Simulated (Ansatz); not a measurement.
The first iterations of a band of CH5AlO (8 atoms, charge 0, multiplicity 1).

These are results of Ansatz, RKS PBE0-D4/def2-SVP, not measurements.

| Quantity | Value |
| --- | --- |
| movable images | 9 |
| climbing image | yes |
| spring | 5.0 eV/Å² |
| optimiser | quadratic models (default) |
| start path | through a guess of the saddle point |
| force threshold | 0.05 eV/Å |
| iteration limit | 60 |
| end points | relaxed |

Image 0:

```xyz
8
Properties=species:S:1:pos:R:3
Al 0.574 -0.027 -0.079
C 1.000 -0.068 1.826
H 0.145 -0.329 2.470
H 1.806 -0.794 2.027
H 1.380 0.914 2.157
H 1.650 0.274 -1.203
O -0.995 -0.308 -0.690
H -1.782 -0.507 -0.182
```

Image 10:

```xyz
8
Properties=species:S:1:pos:R:3
Al -1.237 0.872 -1.618
C 1.598 -0.083 1.629
H 0.694 -0.145 1.008
H 1.614 -0.915 2.347
H 1.605 0.870 2.175
H 2.488 -0.141 0.987
O -1.427 -0.315 -0.432
H -1.557 -0.990 0.229
```

| iteration | highest image above the first end (eV) | largest band force component (eV/Å) |
| --- | --- | --- |
| 1 | 20.328 | 84.347 |
| 2 | 5.900 | 25.812 |
| 3 | 4.224 | 14.700 |
| 4 | 3.707 | 7.858 |
| 5 | 3.384 | 3.868 |
| 6 | 3.653 | 2.672 |
| 7 | 3.801 | 4.841 |
| 8 | 3.677 | 2.282 |
| 9 | 3.563 | 1.712 |
| 10 | 2.921 | 1.458 |
| 11 | 2.963 | 7.623 |
| 12 | 3.240 | 3.085 |
| 13 | 2.443 | 1.315 |
| 14 | 3.288 | 0.919 |
| 15 | 3.819 | 1.244 |

Q: Does the band converge within its limit, and where does its top end?

A: The run converged. It ended after 46 iterations with the highest image 3.470 eV above the first end. Beside the main top the profile has a ripple of under 15 meV (maxima at images 1, 5), which may be a very shallow well or noise. A structure lower than the first end lies on the path between it and the top, so the climb from that side starts below the end, which may itself be a saddle point or a shallow side well. Neighbouring images differ by up to 3.2 eV, so the band resolves the path poorly. A vibrational analysis at the climbing image gives one clearly imaginary mode, 1427i cm⁻¹: a first-order saddle point. The orbitals stay closed-shell, which can raise the energy where a bond breaks towards radicals; this wasn't checked here.

Run time: 14 min on 1 thread of Arm Neoverse V1, with other jobs on the host, peak memory 0.13 GiB.
